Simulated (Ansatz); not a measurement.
Results of HSE06 (PAW; Ansatz, an electronic-structure program) for rutile TiO2.

Settings: plane-wave cutoff 520 eV, 6×6×8 k mesh (along the axes of the cell as run), no spin polarisation, scalar-relativistic PAW data made under PBE.

Cell (measured lattice):

```cif
data_O4Ti2
_chemical_formula_sum 'Ti2 O4'
_space_group_name_H-M_alt 'P42/mnm'
_space_group_IT_number 136
_space_group_name_Hall '-P 4n 2n'
_cell_length_a 4.59400
_cell_length_b 4.59400
_cell_length_c 2.95800
_cell_angle_alpha 90.000
_cell_angle_beta 90.000
_cell_angle_gamma 90.000
loop_
_atom_site_label
_atom_site_type_symbol
_atom_site_symmetry_multiplicity
_atom_site_Wyckoff_symbol
_atom_site_fract_x
_atom_site_fract_y
_atom_site_fract_z
_atom_site_occupancy
Ti1 Ti 2 a 0.00000 0.00000 0.00000 1
O1 O 4 f 0.30571 0.30571 0.00000 1
```

### Question
What does this level give for the elastic constant C44, polycrystal shear modulus (Hill average), elastic constant C12, elastic constant C11, elastic constant C13, elastic constant C33 and elastic constant C66?

### Answer

* **elastic constant C44**: 131 GPa
* **polycrystal shear modulus (Hill average)**: 126 GPa
* **elastic constant C12**: 179 GPa
* **elastic constant C11**: 291 GPa
* **elastic constant C13**: 164 GPa
* **elastic constant C33**: 524 GPa
* **elastic constant C66**: 234 GPa

Measured, for comparison: elastic constant C44 124 GPa, elastic constant C12 175 GPa, elastic constant C11 268 GPa, elastic constant C13 147 GPa, elastic constant C33 484 GPa, elastic constant C66 190 GPa (room temperature, no zero-point or thermal correction; as tabulated in Elasticity of TiO2 rutile to 1800 K). Computed (rounded) less measured: elastic constant C44 +6 %, elastic constant C12 +2 %, elastic constant C11 +9 %, elastic constant C13 +12 %, elastic constant C33 +8 %, elastic constant C66 +23 %. A static lattice is as a rule a little smaller and stiffer than an uncorrected measurement, which narrows the difference in the elastic constant C44, elastic constant C12, elastic constant C11, elastic constant C33 and would widen misses of the other sign.

Note: the cell isn't this level's own, so it is under some stress, which shifts stiffness and frequencies.

Elastic constants are with the ions relaxed.

Computed values are for the static lattice.

Cost on a shared machine: around 6 core-hours (rough).
